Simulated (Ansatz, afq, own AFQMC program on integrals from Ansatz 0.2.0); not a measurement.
Integrals from Ansatz 0.2.0, then the random walk in our own AFQMC program (afq).

```yaml
crystal:
  periodic: [false, false, false]
  atoms:
    - {symbol: S, position_ang: [0.000000, 0.000000, 0.000000]}
    - {symbol: Na, position_ang: [0.000000, 0.000000, 2.855900]}
basis:
  gaussian: {orbitals: cc-pVDZ}
total_charge: 1
magnetization: {spin_polarized: true, initial_magnetization: 2}
correlation: {method: ccsd_t, electrons: outside_noble_gas, hamiltonian_folder: ham}
```

```sh
$ ansatz run in.yaml --threads 1 --pin off --events-out ev --progress --plain --max-ram 1843MiB
```

Options of the walk:

```
--method phaseless --trial cisd --walkers 90 --populations 1 --least-time 40 --time-step 0.005 --steps-per-block 50 --equilibration-blocks 28 --max-blocks 300 --target-error 0.00029 --factor-cut 1e-05 --start spin_pure --seed 5838 --release-times 0.24,0.51,0.99,1.62,2.4 --release-step 0.03 --release-every 4 --taylor-order 6
```

Times are imaginary, in 1/Eh. The walk had a cap of 537 s.

afq prints:

```
orbitals 26  electrons 4 2  factors 172 of 359
reference energy -559.18534002 Eh
CCSD correlation -0.10399390 Eh in 10 cycles, weight of the determinant in the CISD state 0.9454
energy of the start -559.289273 Eh
 block  time / (1/Eh)  mean weight  energy / Eh
     1     0.250  0.9996  -559.288824
     2     0.500  0.9994  -559.289171
     3     0.750  1.0000  -559.289528
     4     1.000  0.9995  -559.289682
     5     1.250  0.9998  -559.289781
    10     2.500  1.0009  -559.290263
    29     7.250  0.9992  -559.291065
    49    12.250  1.0008  -559.290891
    69    17.250  1.0006  -559.292262
    85    21.250  0.9994  -559.292669
    89    22.250  0.9996  -559.291028
   109    27.250  0.9992  -559.290550
   117    29.250  0.9999  -559.289767
   129    32.250  0.9992  -559.291524
   149    37.250  1.0015  -559.291164
   169    42.250  1.0003  -559.291399
   185    46.250  1.0000  -559.291460
blocks merged  error / Eh  count
     1  0.000062  160
     2  0.000078  80
     4  0.000090  40
     8  0.000078  20
    16  0.000096  10
released: time / (1/Eh)  energy / Eh  error  mean overlap
  0.24  -559.291194  0.000117  1.0043
  0.51  -559.291279  0.000095  0.9988
  0.99  -559.291061  0.000108  1.0097
  1.62  -559.291065  0.000084  1.0078
  2.40  -559.291051  0.000086  1.0234
energy -559.291188 +/- 0.000090 Eh
(rows thinned)
```

The run passed its tests (sampling time, drift between the halves within three errors, error under three times the target), which doesn't prove that it has relaxed. The second half of the sampling lies above the first by 1.5 errors of their difference, so the energy may still be moving and its error bar be too small.

Against this walk (error 2.5 meV) on the same determinant: CCSD(T) 12.2 meV higher, CCSDT(Q) 0.2 meV higher (within the noise), full CI 0.5 meV lower (within the noise). The error is statistical and leaves out the bias of the constraint. Released to 2.40 1/Eh the energy moves by 4 ± 3 meV (both errors), within twice the noise.

Cautions: constraint bias not in the error; lower spins were not checked.

The walk took 87 s on 1 thread of Arm Neoverse V2, on a shared host. The log's last line is the phaseless energy.

CCSDT and higher add their correlation energy to the determinant of the CCSD(T) run, since their own runs factorise the integrals more tightly (a shift of under 2 meV). A walk keeps the symmetry of its determinant, which the program's search chose and which needn't be the lowest solution, so a lower state of the same spin and another symmetry isn't excluded.
